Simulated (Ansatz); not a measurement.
## A computed series for MgO: pressure series

Base system: MgO in the rock salt structure (space group Fm-3m, No. 225; a = 4.254 Å).

Cell and atoms are relaxed at each pressure.

Method: PBE (Ansatz, an electronic-structure program), spin-orbit coupling left out, earlier PAW set.

```csv
P (GPa),V (Å³/atom)
-1.00,9.692
3.00,9.442
7.00,9.221
15.00,8.846
30.00,8.299
50.00,7.761
75.00,7.262
100.00,6.878
```

Q: Fit a third-order Birch–Murnaghan equation of state.

A: Least squares on P(V) = (3B₀/2)[(V₀/V)^(7/3) − (V₀/V)^(5/3)]·[1 + (3/4)(B₀′ − 4)((V₀/V)^(2/3) − 1)] gives V₀ = 9.63 Å³/atom, B₀ = 150 GPa and B₀′ = 4.1.

Measured bulk modulus of MgO: 169.8 GPa (static lattice; corrected from measurement; as listed in Daniel Mejia-Rodriguez, S. B. Trickey, Phys. Rev. B (2018)); the computed value is 12 % below it.

Between the base and pressure 15 GPa the gap moves from 4.46 eV to 5.29 eV, a mean slope of 56 meV/GPa.

Load acts through the strain it causes; cell and atoms are relaxed under it. Stability against distortions was not tested. No other phases were tried under pressure.
